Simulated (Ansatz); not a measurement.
Results of r²SCANh in Ansatz (plane waves, PAW) for hcp Os.

Settings: plane-wave cutoff 520 eV, 12×12×6 k mesh (along the axes of the cell as run), Fermi–Dirac smearing 0.05 eV, no spin polarisation, scalar-relativistic PAW data made under PBE.

Computed at the level's own relaxed cell.

### Question
What does this level give for the equilibrium lattice constant a and c axis length?

### Answer

equilibrium lattice constant a: 2.725 Å
c axis length: 4.311 Å

Measured, for comparison: lattice constant a 2.734 Å (293 K, not corrected to a static lattice, our sources range from 2.734 to 2.740; as tabulated in Wikipedia's data pages); lattice parameter c 4.320 Å (293 K, not corrected to a static lattice; as tabulated in Wikipedia's data pages). Computed (rounded) less measured: lattice constant a -0.3 % (-0.3 % to -0.5 % over the range), lattice parameter c -0.2 %. A static lattice is as a rule a little smaller and stiffer than an uncorrected measurement, which narrows the difference in the lattice constant a and would widen misses of the other sign.

Spin–orbit coupling is not included.

Static lattice: no zero-point or thermal effects.

Ansatz is a quantum-chemistry and plane-wave program.
